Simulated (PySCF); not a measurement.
PySCF input (PBE0/def2-TZVPP):

```python
import numpy as np, basis_set_exchange as bse
from pyscf import gto, scf, dft, df
from pyscf.prop.nmr import rks as nmr

basis = {'P': gto.basis.parse(bse.get_basis('def2-TZVPP', elements=['P'], fmt='nwchem'))}
mol = gto.M(
    atom='''
    P    -0.00000000   -0.00000000   -0.94474959
    P     0.00000000    0.00000000    0.94474959
    ''',
    basis=basis,
    charge=0,
    verbose=4,
    max_memory=1839,
)
mf = dft.RKS(mol, xc='pbe0')
mf.grids.level = 3
mf.conv_tol = 1e-9
mf.max_cycle = 100
print('smallest overlap eigenvalue', np.linalg.eigvalsh(mol.intor('int1e_ovlp'))[0])
mf.kernel()
dip = mf.dip_moment()
n = nmr.NMR(mf)
n.verbose = 2
n.max_cycle_cphf = 60
sigma = n.kernel()
for i, x in enumerate(sigma):
    print(mol.atom_symbol(i), i + 1, round(x.trace() / 3, 3))
```

Output:

```
PySCF version 2.14.0

[INPUT] verbose = 4
[INPUT] num. atoms = 2
[INPUT] num. electrons = 30
[INPUT] charge = 0
[INPUT] spin (= nelec alpha-beta = 2S) = 0
[INPUT] symmetry False subgroup None
[INPUT] Mole.unit = angstrom
[INPUT] Symbol           X                Y                Z      unit          X                Y                Z       unit  Magmom
[INPUT]  1 P      0.000000000000   0.000000000000  -0.944749590000 AA    0.000000000000   0.000000000000  -1.785317981395 Bohr   0.0
[INPUT]  2 P      0.000000000000   0.000000000000   0.944749590000 AA    0.000000000000   0.000000000000   1.785317981395 Bohr   0.0

nuclear repulsion = 63.0139847200145
number of shells = 28
number of NR pGTOs = 126
number of NR cGTOs = 84
basis = {'P': [[0, [52426.999233, 0.000552071641], [7863.2660552, 0.0042678595308], [1789.5227333, 0.021931529186], [506.27300165, 0.085667168373], [164.60698546, 0.24840686605], [58.391918722, 0.46336753971], [21.643663201, 0.35350558156]], [0, [99.01383762, 0.021895679958], [30.550439817, 0.095650470295], [5.4537087661, -0.29454270186]], [0, [2.6503362563, 1.32943812], [1.2726688867, 0.66109396473]], [0, [0.31645005203, 1.0]], [0, [0.11417466938, 1.0]], [1, [472.27219248, 0.0025710623052], [111.58882756, 0.020250297999], [35.445936418, 0.091580716787], [12.990776875, 0.25749454014], [5.0486221658, 0.42862899758]], [1, [1.9934049566, 0.34359817849]], [1, [0.6652728443, 1.0]], [1, [0.25516832128, 1.0]], [1, [0.090357762251, 1.0]], [2, [3.12, 1.0]], [2, [0.648, 1.0]], [2, [0.218, 1.0]], [3, [0.452, 1.0]]]}
ecp = {}
smallest overlap eigenvalue 0.001567858013292775

******** <class 'pyscf.dft.rks.RKS'> ********
method = RKS
initial guess = minao
damping factor = 0
level_shift factor = 0
DIIS = <class 'pyscf.scf.diis.CDIIS'>
diis_start_cycle = 1
diis_space = 8
diis_damp = 0
SCF conv_tol = 1e-09
SCF conv_tol_grad = None
SCF max_cycles = 100
direct_scf = True
direct_scf_tol = 1e-13
XC library pyscf.dft.libxc version 7.1.2
    S. Lehtola, C. Steigemann, M. J. T. Oliveira, and M. A. L. Marques,  SoftwareX 7, 1–5 (2018)
XC functionals = pbe0
    C. Adamo and V. Barone,  J. Chem. Phys. 110, 6158 (1999)
    M. Ernzerhof and G. E. Scuseria,  J. Chem. Phys. 110, 5029 (1999)
radial grids:
    Treutler-Ahlrichs [JCP 102, 346 (1995); DOI:10.1063/1.469408] (M4) radial grids

becke partition: Becke, JCP 88, 2547 (1988); DOI:10.1063/1.454033
pruning grids: <function nwchem_prune>
grids dens level: 3
symmetrized grids: False
atomic radii adjust function: <function treutler_atomic_radii_adjust>
small_rho_cutoff = 0
Set gradient conv threshold to 3.16228e-05
Initial guess from minao.
tot grids = 38360
init E= -682.52992036855
  HOMO = -0.299035789101701  LUMO = -0.12669687464856  gap/eV = 4.68958
cycle= 1 E= -682.438912645154  delta_E= 0.091  |g|= 0.218  |ddm|= 1.51
  HOMO = -0.276064569205393  LUMO = -0.0845163596695955  gap/eV = 5.21229
cycle= 2 E= -682.441682195439  delta_E= -0.00277  |g|= 0.161  |ddm|= 0.248
  HOMO = -0.299991493968045  LUMO = -0.0961184939225218  gap/eV = 5.54767
cycle= 3 E= -682.447555898752  delta_E= -0.00587  |g|= 0.022  |ddm|= 0.127
  HOMO = -0.296669990155856  LUMO = -0.0938982974209794  gap/eV = 5.51770
cycle= 4 E= -682.447631329029  delta_E= -7.54e-05  |g|= 0.00225  |ddm|= 0.0185
  HOMO = -0.296923661802653  LUMO = -0.094054169600983  gap/eV = 5.52036
cycle= 5 E= -682.447632150218  delta_E= -8.21e-07  |g|= 0.00018  |ddm|= 0.00171
  HOMO = -0.296896466309925  LUMO = -0.0940204281221741  gap/eV = 5.52054
cycle= 6 E= -682.447632156474  delta_E= -6.26e-09  |g|= 3.62e-05  |ddm|= 0.000246
  HOMO = -0.296907404677643  LUMO = -0.0940303376633539  gap/eV = 5.52057
cycle= 7 E= -682.447632156823  delta_E= -3.49e-10  |g|= 1.81e-06  |ddm|= 5.33e-05
  HOMO = -0.296906783027991  LUMO = -0.094029749589735  gap/eV = 5.52057
Extra cycle  E= -682.447632156825  delta_E= -2.05e-12  |g|= 7.31e-07  |ddm|= 2.65e-06
converged SCF energy = -682.447632156825
Dipole moment(X, Y, Z, Debye): -0.00000,  0.00000, -0.00000
P 1 -368.158
P 2 -368.158
```
